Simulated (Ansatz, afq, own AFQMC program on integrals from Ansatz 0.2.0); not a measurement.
AFQMC on a folder of integrals that Ansatz 0.2.0 wrote.

```yaml
crystal:
  periodic: [false, false, false]
  atoms:
    - {symbol: Al, position_ang: [0.000000, 0.093728, 1.262480]}
    - {symbol: Al, position_ang: [0.000000, -0.018061, -1.369145]}
    - {symbol: H, position_ang: [0.000000, -0.755710, 2.802784]}
    - {symbol: H, position_ang: [0.000000, -1.269846, 0.052516]}
basis:
  gaussian: {orbitals: cc-pVDZ}
magnetization: {spin_polarized: true, initial_magnetization: 0}
correlation: {method: ccsd_t, electrons: outside_noble_gas, hamiltonian_folder: ham}
```

```sh
$ ansatz run in.yaml --threads 1 --pin off --events-out ev --progress --plain --max-ram 1382MiB
```

afq runs on the folder ham with

```
--method phaseless --trial mp1 --walkers 160 --populations 1 --least-time 40 --time-step 0.04 --steps-per-block 5 --equilibration-blocks 15 --max-blocks 200 --target-error 0.00068 --factor-cut 1e-06 --start determinant --seed 7236 --taylor-order 6
```

Times are imaginary, in 1/Eh. The walk had a cap of 193 s.

```
orbitals 36  electrons 4 4  factors 305 of 448
reference energy -484.91989119 Eh
CCSD correlation -0.15595047 Eh in 12 cycles, weight of the determinant in the CISD state 0.8495
energy of the start -485.037653 Eh
 block  time / (1/Eh)  mean weight  energy / Eh
     1     0.200  1.0005  -485.043880
     2     0.400  1.0035  -485.049207
     3     0.600  1.0013  -485.054009
     4     0.800  1.0039  -485.057010
     5     1.000  0.9999  -485.061432
    10     2.000  1.0008  -485.069932
    31     6.200  1.0042  -485.075274
    56    11.200  1.0035  -485.079416
    81    16.200  0.9961  -485.089169
    91    18.200  1.0025  -485.089458
   106    21.200  0.9969  -485.083360
   131    26.200  1.0012  -485.084657
   156    31.200  1.0053  -485.079757
   181    36.200  1.0063  -485.083056
   206    41.200  0.9986  -485.079013
   211    42.200  0.9969  -485.078720
blocks merged  error / Eh  count
     1  0.000241  200
     2  0.000320  100
     4  0.000407  50
     8  0.000522  25
    16  0.000655  12
energy -485.081202 +/- 0.000522 Eh
(rows thinned)
```

**Question.** Estimate how long the walk took on 1 thread of Arm Neoverse V1, with other jobs on the host.

**Answer.** 2.6 min of wall time.

The run failed at least one of its tests; the cautions name the faults.

Against this walk (error 14.2 meV) on the same determinant: CCSD(T) 6.5 meV higher (within the noise), CCSDT(Q) 39.4 meV lower, a separate phaseless walk with a CISD trial and standard settings 20.9 ± 16.9 meV lower (within the noise). The error is statistical and leaves out the bias of the constraint.

Cautions: constraint bias not in the error; error not settled; higher spins were not checked; an unrestricted solution with more broken spin lies lower (71 meV, ⟨S²⟩ 0.48), while this determinant keeps restricted orbitals; the time-step error isn't removed.

CCSDT and higher add their correlation energy to the determinant of the CCSD(T) run, since their own runs factorise the integrals more tightly (a shift of under 2 meV). A walk keeps the symmetry of its determinant, which the program's search chose and which needn't be the lowest solution, so a lower state of the same spin and another symmetry isn't excluded.
